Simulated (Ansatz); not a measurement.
# One shape, several levels: SiH2Cl (chlorosilyl radical)

We compute a comparison of 6 runs (UB2PLYP/STO-3G, UBHLYP/STO-3G, RPA@PBE/STO-3G, UBCCD(T)/STO-3G, UCCSDT(Q)/STO-3G, UCCSD/STO-3G) of SiH2Cl (chlorosilyl radical). 

Program for the calculation: Ansatz 0.2.0.

52 further runs of the same task are left out: 52 set aside as unsound or not needed.

### Step 1. The molecule

SiH2Cl has 4 atoms, charge 0, and is taken as a doublet. As SMILES, `[SiH2]Cl`. The H4–Si1 distance was set to 2.177 Å, away from the relaxed value. At this shape a bond of the SMILES string is far longer than usual.

Bond lengths: Si1–Cl2 2.022 Å, Si1–H3 1.451 Å. Angles: Cl2–Si1–H3 110.3°. A long bond or contact: Si1–H4 2.177 Å.

### Step 2. The energy at UB2PLYP/STO-3G (run 1)

File job.yaml:

```yaml
crystal:
  periodic: [false, false, false]
  atoms:
    - {symbol: Si, position_ang: [-0.300816, -0.043564, 0.800407]}
    - {symbol: Cl, position_ang: [1.580454, -0.340874, 1.479907]}
    - {symbol: H, position_ang: [-1.082236, -1.259544, 0.932127]}
    - {symbol: H, position_ang: [-0.249110, 0.800200, -1.205980]}
basis:
  gaussian: {orbitals: STO-3G}
magnetization: {spin_polarized: true, initial_magnetization: 1}
hamiltonian: {xc: {name: B2PLYP}}
correlation: {frozen_orbitals: {Cl: 5, H: 0, Si: 5}}
accuracy: high
```

The run is started by

```bash
ansatz run job.yaml --threads 1 --pin off --max-ram 2610MiB --events-out events.jsonl --progress --plain --runs-dir runs
```

The program printed:

```text
Warning: RAYON_NUM_THREADS=1 ignored (pool sized by the plan → 1); use --threads N
Functional definition: B2PLYP
  name "B2PLYP"
  parameter a = 0.53
  parameter c = 0.27
  exchange = (1 - a)*b88_x + a*exact_x
  correlation = (1 - c)*lyp_c + c*(mp2_os + mp2_ss)
341 factors; integrals over basis functions are off by at most 1.1e-8 eV
mean field evaluation 1: about -20190.1657 eV, gradient 1.4e1 eV
mean field evaluation 2: about -20190.1712 eV, gradient 1.4e1 eV
mean field evaluation 4: about -20192.6358 eV, gradient 1.4e0 eV
mean field evaluation 8: about -20192.7916 eV, gradient 7.3e-2 eV
mean field evaluation 16: about -20192.7896 eV, gradient 3.4e-4 eV
mean field -20192.78956178 eV, -742.0713292311 hartree, gradient 2.0e-8 eV, S^2 0.894525; 0 other end points of the search recorded, 0 dependent functions left out
10 core orbitals not correlated: weight in the atoms' cores, before any rotation towards them, 1.000 or more for the frozen orbitals, at most 0.000 for the correlated occupied ones
reference -20192.78957885 eV, -742.0713298585 hartree; 7, 6 occupied and 3, 4 virtual orbitals, 341 factors
second order -1.37552716 eV of doubles, -0.00000000 eV of singles
Total energy: -20193.16097118 eV, -742.0849782749 hartree
```

Run time: 2.1 s. Hardware: 1 thread of AMD EPYC 7R43 (Zen 3), shared host; peak memory 0.14 GiB.

### Step 3. A single-point energy at UBHLYP/STO-3G (run 2)

File run.yaml:

```yaml
basis:
  gaussian:
    orbitals: STO-3G
crystal:
  periodic: [false, false, false]
  atoms:
    - {symbol: Si, position_ang: [-0.300816, -0.043564, 0.800407]}
    - {symbol: Cl, position_ang: [1.580454, -0.340874, 1.479907]}
    - {symbol: H, position_ang: [-1.082236, -1.259544, 0.932127]}
    - {symbol: H, position_ang: [-0.249110, 0.800200, -1.205980]}
magnetization:
  spin_polarized: true
  initial_magnetization: 1
hamiltonian:
  xc: {name: BHLYP}
accuracy: high
```

The run is started by

```bash
ansatz run run.yaml --threads 1 --pin off --max-ram 2610MiB --events-out events.jsonl --progress --plain --runs-dir runs
```

The program printed:

```text
Warning: RAYON_NUM_THREADS=1 ignored (pool sized by the plan → 1); use --threads N
Functional definition: BHLYP
  name "BHLYP"
  parameter a = 0.5
  exchange = (1 - a)*b88_x + a*exact_x
  correlation = lyp_c
341 factors; integrals over basis functions are off by at most 1.1e-8 eV
mean field evaluation 1: about -20199.5747 eV, gradient 1.4e1 eV
mean field evaluation 2: about -20200.4127 eV, gradient 1.2e1 eV
mean field evaluation 4: about -20202.1144 eV, gradient 7.5e-1 eV
mean field evaluation 8: about -20202.1649 eV, gradient 1.2e-1 eV
mean field evaluation 16: about -20202.1660 eV, gradient 5.0e-5 eV
mean field -20202.16595815 eV, -742.4159054421 hartree, gradient 7.4e-8 eV, S^2 0.873224; 0 other end points of the search recorded, 0 dependent functions left out
reference -20202.16597634 eV, -742.4159061106 hartree; 17, 16 occupied and 3, 4 virtual orbitals, 341 factors
Total energy: -20202.16597634 eV, -742.4159061106 hartree
```

Run time: 1.7 s. Hardware: 1 thread of AMD EPYC 7R43 (Zen 3), shared host; peak memory 0.14 GiB.

Run 3 isn't shown in full; the table further down has it.

### Step 4. A single-point energy at UBCCD(T)/STO-3G (run 4)

File in.yaml:

```yaml
crystal:
  periodic: [false, false, false]
  atoms:
    - {symbol: Si, position_ang: [-0.300816, -0.043564, 0.800407]}
    - {symbol: Cl, position_ang: [1.580454, -0.340874, 1.479907]}
    - {symbol: H, position_ang: [-1.082236, -1.259544, 0.932127]}
    - {symbol: H, position_ang: [-0.249110, 0.800200, -1.205980]}
basis:
  gaussian:
    orbitals: STO-3G
magnetization:
  spin_polarized: true
  initial_magnetization: 1
correlation:
  method: bccd_t
  frozen_orbitals: {Cl: 5, H: 0, Si: 5}
accuracy: high
scf:
  omitted_lower_state_checks: [cluster_reference, increment]
```

The run is started by

```bash
ansatz run in.yaml --threads 1 --pin off --max-ram 2610MiB --events-out events.jsonl --progress --plain --runs-dir runs
```

The program printed:

```text
Warning: RAYON_NUM_THREADS=1 ignored (pool sized by the plan → 1); use --threads N
[... 12 lines left out ...]
10 core orbitals not correlated: weight in the atoms' cores, before any rotation towards them, 1.000 or more for the frozen orbitals, at most 0.000 for the correlated occupied ones
[... 32 lines left out ...]
Total energy: -20171.71685744 eV, -741.2969216303 hartree
Checks for a lower state left out: cluster_reference, increment
```

Run time: 0.4 s. Hardware: 1 thread of AMD EPYC 7R43 (Zen 3), shared host.

Run 5 isn't shown in full; the table further down has it.

### Step 5. The energy at UCCSD/STO-3G (run 6)

File in.yaml:

```yaml
crystal:
  periodic: [false, false, false]
  atoms:
    - symbol: Si
      position_ang: [-0.300816, -0.043564, 0.800407]
    - symbol: Cl
      position_ang: [1.580454, -0.340874, 1.479907]
    - symbol: H
      position_ang: [-1.082236, -1.259544, 0.932127]
    - symbol: H
      position_ang: [-0.249110, 0.800200, -1.205980]
basis:
  gaussian:
    orbitals: STO-3G
accuracy: high
magnetization:
  spin_polarized: true
  initial_magnetization: 1
correlation:
  method: ccsd
  frozen_orbitals: {Cl: 5, H: 0, Si: 5}
scf:
  omitted_lower_state_checks: [cluster_reference, increment]
```

The run is started by

```bash
ansatz run in.yaml --threads 1 --pin off --max-ram 2610MiB --events-out events.jsonl --progress --plain --runs-dir runs
```

The program printed:

```text
Warning: RAYON_NUM_THREADS=1 ignored (pool sized by the plan → 1); use --threads N
[... 12 lines left out ...]
10 core orbitals not correlated: weight in the atoms' cores, before any rotation towards them, 1.000 or more for the frozen orbitals, at most 0.000 for the correlated occupied ones
[... 32 lines left out ...]
Total energy: -20171.67035097 eV, -741.2952125490 hartree
Checks for a lower state left out: cluster_reference, increment
```

Wall time 0.38 s (1 thread of AMD EPYC 7R43 (Zen 3), shared host).

### Step 6. The series

| run | level | frozen core orbitals | energy (Eh) | ⟨S²⟩ | wall time |
| --- | --- | --- | --- | --- | --- |
| 1 | UB2PLYP/STO-3G | 10 | -742.084978 | 0.895 | 2.1 s |
| 2 | UBHLYP/STO-3G | – | -742.415906 | 0.873 | 1.7 s |
| 3 | RPA@PBE/STO-3G | 10 | -741.325822 | 0.761 | 2 s |
| 4 | UBCCD(T)/STO-3G | 10 | -741.296922 | 1.047 | 0.4 s |
| 5 | UCCSDT(Q)/STO-3G | 10 | -741.297679 | 1.047 | 1 s |
| 6 | UCCSD/STO-3G | 10 | -741.295213 | 1.047 | 0.38 s |

### Step 7. Outcome

| quantity | value |
| --- | --- |
| run 6: total energy | -741.29521 Eh |
| run 6: correlation energy (10 core orbitals frozen) | -61.8 mEh |
| run 6: ⟨S²⟩ of the reference determinant | 1.047 |
| run 6: T1 diagnostic | 0.058 |

What this shows: Totals of different functionals can't be ranked against each other. In runs 1, 2, 3, 4, 5, 6 the basis is minimal, so the values are rough. Spin contamination of the reference: run 4 ⟨S²⟩ = 1.05, run 5 ⟨S²⟩ = 1.05, run 6 ⟨S²⟩ = 1.05, run 1 ⟨S²⟩ = 0.89, run 2 ⟨S²⟩ = 0.87. All runs together took 7.6 s, the longest 2.1 s.
